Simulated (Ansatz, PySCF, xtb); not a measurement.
Acid–base and redox partners of C=C. Gas-phase values, no solvent. Strings in code marks are SMILES.

Quantity: gas-phase deprotonation enthalpy at 298 K, in eV. Enthalpy corrections at 298 K come from GFN2-xTB frequencies (xtb). Levels without diffuse functions put anions too high.

Level 1: frozen-core MP2/aug-cc-pVTZ // B3LYP-D3(BJ)/def2-TZVPD (Ansatz, a program for electronic structure)
Level 2: B3LYP/6-31G* // B3LYP-D3(BJ)/def2-TZVPD (PySCF)
Level 3: PBE/6-31G* // B3LYP-D3(BJ)/def2-TZVPD (PySCF)
Level 4: HF/3-21G // B3LYP-D3(BJ)/def2-TZVPD (PySCF)

| species | level 2 | level 3 | level 4 |
|---|---|---|---|
| proton removed from C1: `[CH-]=C` | 18.57 | 18.47 | 18.75 |

**Question.** What does level 1 give for each?

**Answer.** 
- proton removed from C1: `[CH-]=C`: 17.58
